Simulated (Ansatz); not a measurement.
# N₂H₄ (triplet): from Hartree-Fock to the top rungs at distance N1–H4 along a hydrogen transfer = 1.248 Å, cc-pVDZ

Aim: climb from Hartree-Fock through coupled cluster and multireference methods for N₂H₄ (triplet) at one geometry and basis, and see what each rung misses.

The runs use Ansatz 0.2.0, Gaussian basis; cc-pVDZ, core rule «outside noble gas», up to 2 orbitals frozen.

The runs, in order: UHF; CCSD(T) on ROHF; CCSD(T) on UHF; BCCD(T) on ROHF; CISD; CCSDT(Q) on ROHF; CCSDT(Q) on UHF; CASSCF and MRCISD+Q, 4 electrons in 4 orbitals; CASSCF and NEVPT2, 4 electrons in 4 orbitals; CASSCF and NEVPT2, 10 electrons in 10 orbitals.

8 further runs of the same task are left out: 7 that didn't finish, 1 set aside as unsound or not needed.

## 1. What is computed

The geometry derives from fragments relaxed apart (PBE0/def2-TZVP) and kept rigid, so it is no stationary point. A hydrogen atom is moved between rigid fragments.

6 atoms, charge 0, spin multiplicity 3.

Atoms are counted from 1 here; the program's logs count them from 0.

Bond lengths: N1–H2 1.012 Å, N1–H3 1.012 Å, N1–H4 1.248 Å, N5–H6 1.040 Å. Angles: H2–N1–H3 107.1°, H2–N1–H4 107.1°, H3–N1–H4 107.1°.

## 2. UHF

Contents of in.yaml:

```yaml
crystal:
  periodic: [false, false, false]
  atoms:
    - {symbol: N, position_ang: [-1.248643, 0.013798, -0.027687]}
    - {symbol: H, position_ang: [-1.545922, 0.981632, -0.027687]}
    - {symbol: H, position_ang: [-1.545922, -0.388500, 0.852572]}
    - {symbol: H, position_ang: [-0.000643, 0.013798, -0.027687]}
    - {symbol: N, position_ang: [1.354357, 0.013798, -0.027687]}
    - {symbol: H, position_ang: [1.623439, -0.990428, -0.027687]}
basis:
  gaussian: {orbitals: cc-pVDZ}
magnetization: {spin_polarized: true, initial_magnetization: 2}
hamiltonian: {xc: hf}
output: {orbitals: {seedname: orbitals}}
```

Launch:

```console
> ansatz run in.yaml --threads 1 --pin off --events-out ev --progress --plain --max-ram 2393MiB
```

Further steps of the session: CCSD(T) on ROHF; CCSD(T) on UHF; BCCD(T) on ROHF; CISD; CCSDT(Q) on ROHF; CCSDT(Q) on UHF; CASSCF and MRCISD+Q, 4 electrons in 4 orbitals; CASSCF and NEVPT2, 4 electrons in 4 orbitals; CASSCF and NEVPT2, 10 electrons in 10 orbitals.

Q: Predict the results of all the runs planned. Wanted: UCCSDT(Q) below the RHF energy; RMP2 from UCCSDT(Q); UMP2 from UCCSDT(Q); RCCSD from UCCSDT(Q); RCCSD(T) from UCCSDT(Q); UCCSD(T) from UCCSDT(Q); RCCSDT(Q) from UCCSDT(Q); NEVPT2 pair from UCCSDT(Q); MRCISD+Q pair from UCCSDT(Q).

**Answer**, as computed:

```
                         quantity                      value
   UCCSDT(Q) below the RHF energy                 -9.9830 eV
              RMP2 from UCCSDT(Q)                +1271.1 meV
              UMP2 from UCCSDT(Q)                +1266.8 meV
             RCCSD from UCCSDT(Q)                 +272.1 meV
          RCCSD(T) from UCCSDT(Q)                  +46.6 meV
          UCCSD(T) from UCCSDT(Q)                  +44.4 meV
         RCCSDT(Q) from UCCSDT(Q)                   +1.6 meV
       NEVPT2 pair from UCCSDT(Q)                +1175.0 meV
     MRCISD+Q pair from UCCSDT(Q)                 +147.8 meV
    NEVPT2 valence from UCCSDT(Q)                +1290.8 meV
levels within 1 kcal/mol (43 meV)  RCCSDT, UCCSDT, RCCSDT(Q)
                    T1 diagnostic                      0.039
   effectively unpaired electrons                       2.02
```

RCCSD(T) misses by +46.6 meV, 0.5 % of the correlation energy. One determinant dominates. Of the multireference levels listed MRCISD+Q pair comes nearest in total energy (+147.8 meV), which doesn't show that its space is the better one. These misses are within one basis, not against nature; the frozen cores of restricted and unrestricted runs differ, which can shift their rows.
